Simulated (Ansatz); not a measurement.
Program: Ansatz. Geometries: PBE0-D4/def2-TZVP. ΔE: electronic, gas phase. CCSD(T)/CBS adds triple-zeta CCSD(T) − MP2 to the extrapolated MP2 energy (def2 sets, frozen cores). This one scheme is used for every species. DFT in def2-TZVPP.

Consider the hydrogenolysis of the Si–Si bond: trisilane + H₂ → disilane + SiH₄.

`[SiH3][SiH2][SiH3]`:

```xyz
11

Si   -1.509   -1.015   -0.708
Si    0.657   -0.135   -0.712
Si    1.027    1.114    1.230
H    -1.768   -1.816   -1.935
H    -2.501    0.091   -0.641
H    -1.695   -1.890    0.481
H     0.842    0.734   -1.909
H     1.648   -1.245   -0.789
H     0.854    0.247    2.426
H     0.044    2.228    1.306
H     2.400    1.687    1.250
```

H₂:

```xyz
2

H    -0.091    0.335    0.136
H     0.091   -0.335   -0.136
```

`[SiH3][SiH3]`:

Z-matrix (Å, degrees):
```
Si
Si 1 2.338
H 1 1.488 2 110.3
H 1 1.488 2 110.3 3 120.0
H 1 1.488 2 110.3 3 -120.0
H 2 1.488 1 110.3 3 59.9
H 2 1.488 1 110.3 3 179.9
H 2 1.488 1 110.3 3 -60.1
```

SiH₄:

Z-matrix (Å, degrees):
```
Si
H 1 1.485
H 1 1.485 2 109.5
H 1 1.485 2 109.5 3 -120.0
H 1 1.485 2 109.5 3 120.0
```

| level | ΔE (eV) |
| --- | --- |
| B97M-V | -0.11 |
| CAM-B3LYP | -0.29 |

Problem. What does CCSD(T)/CBS give? (An estimate is asked.)

Solution. Computed: -0.13 eV. The listed levels differ from it by 0.02, -0.16 eV.

Largest T1 diagnostic among the species: 0.013.

In def2-TZVPP, CCSD(T) changes the Hartree–Fock value by +0.31 eV (the triples alone add +0.06 eV) and MP2 by +0.32 eV. From BLYP to BHLYP (50 % exact exchange), in def2-TZVPP and without D4, ΔE moves by −0.09 eV. The D4 term adds +0.11 eV with B3LYP and +0.06 eV with PBE0; it sums over pairs of atoms, weighted by their polarisabilities, and B3LYP, whose exchange is more repulsive, gets the larger term.

B3LYP here is the variant with VWN-RPA as its local correlation; programs differ in this.
